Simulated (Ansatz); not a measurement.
A run of Ansatz (development build ahead of 0.2.0) on doublet CH at this shape:

```xyz
2

C    -0.0396    0.0254   -0.2380
H    -0.0576   -0.0002    1.0313
```

Its results:

```
Converged                       : yes
Reference energy                : -38.26721 hartree
Correlation energy              : -0.07891 hartree
Total energy                    : -38.34612 hartree
Spin squared of the determinant : 1.038
```

Which input gives this output? Name the method, the orbitals and the basis set, and write the input.

UHF-MP2 in aug-cc-pVDZ.

```yaml
crystal:
  periodic: [false, false, false]
  atoms:
    - { symbol: C, position_ang: [-0.03957, 0.0254, -0.23797] }
    - { symbol: H, position_ang: [-0.05757, -0.00023, 1.03132] }
basis:
  gaussian: { orbitals: aug-cc-pVDZ }
magnetization:
  spin_polarized: true
  initial_magnetization: 1
hamiltonian:
  xc: hf
correlation:
  method: mp2
  frozen_orbitals: { C: 1, H: 0 }
```

Caution: the unrestricted determinant is spin contaminated.
